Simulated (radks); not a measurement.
# Ionisation of S³⁺: one atom, several choices of functional

An exercise on one series of results from a longer session: the logs are not shown, and one member is left open.

Program: radks (a radial shooting solver on a logarithmic mesh, Libxc functionals) version 1. Level of theory: non-relativistic Kohn-Sham, spin-unpolarised, spherical densities, point nucleus. These are calculated values, not measurements, unless marked.

## The system

```
element       : sulfur (Z = 16)
charge        : +3
electrons     : 13
configuration : [Ne] 3s2 3p1
ion           : S⁴⁺, [Ne] 3s2
choices       : PW91; PBEsol; exchange-only PBE; AM05; SOGGA; MS2 meta-GGA; TPSS; Wu-Cohen GGA; TASK exchange with Perdew-Wang LDA correlation
```

The outer shells:

S³⁺
```
[Ne] core
3s [↑↓]
3p [↑ ][  ][  ]
```

S⁴⁺
```
[Ne] core
3s [↑↓]
```

The first run:

Input:

```text
Z 16
configuration [Ne] 3s2 3p1
relativity non-relativistic
functional pw91,pw91
spin unpolarised
nucleus point
```

Among the steps run: PW91: S³⁺; PW91: S⁴⁺; PBEsol: S³⁺; PBEsol: S⁴⁺; exchange-only PBE: S³⁺; exchange-only PBE: S⁴⁺; AM05: S³⁺; AM05: S⁴⁺; SOGGA: S³⁺; SOGGA: S⁴⁺; MS2 meta-GGA: S³⁺; MS2 meta-GGA: S⁴⁺; TPSS: S³⁺; TPSS: S⁴⁺; Wu-Cohen GGA: S³⁺; Wu-Cohen GGA: S⁴⁺; TASK exchange with Perdew-Wang LDA correlation: S³⁺; TASK exchange with Perdew-Wang LDA correlation: S⁴⁺.

One table of the session follows, with a row left open; its other results are not shown here.

```
                                    functional  Δ-SCF (eV)  −ε(HOMO) (eV)  <r> HOMO (bohr)
                                          PW91           ?              ?                ?
                                        PBEsol      46.762         40.238            1.663
                             exchange-only PBE      45.826         39.270            1.675
                                          AM05      46.745         40.224            1.662
                                         SOGGA      46.643         40.132            1.664
                                  MS2 meta-GGA      46.557         40.111            1.668
                                          TPSS      46.736         40.261            1.666
                                  Wu-Cohen GGA      46.840         40.301            1.660
TASK exchange with Perdew-Wang LDA correlation      46.379         40.143            1.667
```

**Question.** Estimate the row for PW91.

As computed: Δ-SCF (eV): 46.903; −ε(HOMO) (eV): 40.367; <r> HOMO (bohr): 1.663. In the column «Δ-SCF (eV)» it is the highest.

Spin polarisation and multiplet splitting are left out, so open shells lie too high by an amount that depends on their filling.
